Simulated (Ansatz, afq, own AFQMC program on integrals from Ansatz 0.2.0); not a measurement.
**Where AFQMC and coupled cluster stand for LiBr⁺, quartet**

```yaml
atoms:
  - { symbol: Br, position_ang: [0.0000, 0.0000, 0.0000] }
  - { symbol: Li, position_ang: [0.0000, 0.0000, 2.5124] }
```

Basis cc-pVDZ. Noble-gas cores (and the filled d shells of Ga–Kr and In–Xe) are frozen. AFQMC by an in-house program on the Cholesky factors that Ansatz 0.2.0 writes for its CCSD(T) run. The CISD trial takes its coefficients from CCSD amplitudes. Released means that phaseless walkers are propagated on without the constraint, phases kept. Free projection: walkers drawn from exp(T), propagated without any constraint. Its projection time is finite, and what remains of the start isn't in its error. Error bars are statistical, one sigma. No spin–orbit coupling.

Determinant: UHF, the one that the program's search chose, which needn't be the lowest solution. The geometry is a PBE0/def2-TZVP stationary point of this or a neighbouring charge and spin state.

Full CI on the same integrals is exact in this basis and with this determinant's frozen core.

Cautions: no relativity below Rb; no spin-orbit coupling; inner d shell frozen; another spin lies lower (by 7.55 eV); the released energies are still falling, so no released level is given (meV from the phaseless value at times in 1/Eh: 2 ± 4 at 0.24, 6 ± 5 at 0.51, 4 ± 4 at 0.99, 2 ± 5 at 1.62, -3 ± 4 at 2.40), though the last usable value meets full CI within the noise.

* T1 diagnostic: 0.0180
* weight of the determinant in the CISD state: 0.942
* ⟨S²⟩ of the determinant: 3.757
* size of the correlated space: 7 electrons in 26 orbitals

Reference: full CI, correlation energy -2.638 eV.

```csv
level,E − E(reference) (kJ/mol),share of correlation (%)
HF,254.5,0.00
MP2,49.3,80.61
CCSD,4.8,98.11
CCSD(T),1.4,99.43
CCSDT,0.4,99.86
CCSDT(Q),0.1,99.97
ph-AFQMC/HF,7.7 ± 2.4,96.97
ph-AFQMC/CISD,0.9 ± 0.5,99.66
free AFQMC,0.0 ± 0.4,100.00
```

CCSDT and higher add their correlation energy to the determinant of the CCSD(T) run, since their own runs factorise the integrals more tightly (a shift of under 2 meV). Free projections are given only where their last times agree within the noise and don't stop above the reference; a slow remainder of the start can still hide under it. A walk keeps the symmetry of its determinant, which the program's search chose and which needn't be the lowest solution, so a lower state of the same spin and another symmetry isn't excluded.
